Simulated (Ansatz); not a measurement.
Input file:

```yaml
crystal:
  periodic: [false, false, false]
  atoms:
    - {symbol: N, position_ang: [-0.178161, -0.031601, -0.049186]}
    - {symbol: H, position_ang: [-0.475441, 0.936233, -0.049186]}
    - {symbol: H, position_ang: [-0.475441, -0.433900, 0.831073]}
    - {symbol: H, position_ang: [1.340839, -0.031600, -0.049187]}
    - {symbol: H, position_ang: [2.085839, -0.031600, -0.049187]}
basis:
  gaussian: {orbitals: 6-31G}
magnetization: {spin_polarized: false, initial_magnetization: 1}
correlation: {active_space: {ras: {orbitals: [4, 1, 11], electrons: 29, max_holes: 2, max_particles: 2}, fixed_orbitals: true}}
scf: {lower_state_search: off}
```

```sh
$ ansatz run in.yaml --threads 1 --pin off --events-out ev --progress --plain --max-ram 2393MiB
```

Problem. One thing in this input was set wrong on purpose, beside settings that are merely unusual. What is the gravest fault, and what does the program do?

Solution. Electron count of the space is wrong. How the run ends: stopped by an error.
```
these checks for a lower state are left out or cut short: stability, starts, cluster_reference, orbital_swaps, neighbouring_geometries, increment
260 factors; integrals over basis functions are off by at most 1.1e-3 eV
mean field evaluation 1: about -1539.6354 eV, gradient 1.8e1 eV
mean field evaluation 2: about -1539.6332 eV, gradient 1.8e1 eV
mean field evaluation 4: about -1540.9382 eV, gradient 1.9e0 eV
mean field evaluation 8: about -1540.9971 eV, gradient 2.1e-2 eV
mean field -1540.99706195 eV, -56.6305975014 hartree, gradient 1.2e-6 eV, S^2 0.750000; 0 other end points of the search recorded, 0 dependent functions left out
reference -1540.99706195 eV, -56.6305975014 hartree; 6, 5 occupied and 11, 12 virtual orbitals, 260 factors
Error: 29 electrons in 16 orbitals form no window around the highest filled level of the reference
```
